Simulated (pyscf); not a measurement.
Thermochemistry of product channels of H₂N–NH₂ + H• on the doublet surface, in kcal/mol, from ωB97M-D3(BJ)/def2-TZVP energies (ideal gas, 1 atm, RRHO with modes under 100 cm⁻¹ raised to 100, one conformer, R ln 2 for rigid chiral ones). PySCF, gas phase, ωB97X-D3(BJ)/def2-SVP geometries.

```
products         ΔE  ΔH(298 K)  ΔG(298 K)  ΔG(1200 K)
------------  -----  ---------  ---------  ----------
NH₃ + NH₂•      [?]      -39.6      -42.2         [?]
•HN–NH₂ + H₂  -20.4      -22.3      -23.6       -27.7
```

**Question.** Some entries are withheld; supply them.

**Answer.** 
- NH₃ + NH₂•, ΔE: -40.1
- NH₃ + NH₂•, ΔG(1200 K): -49.0

These are energies of the channels, which say nothing of barriers.
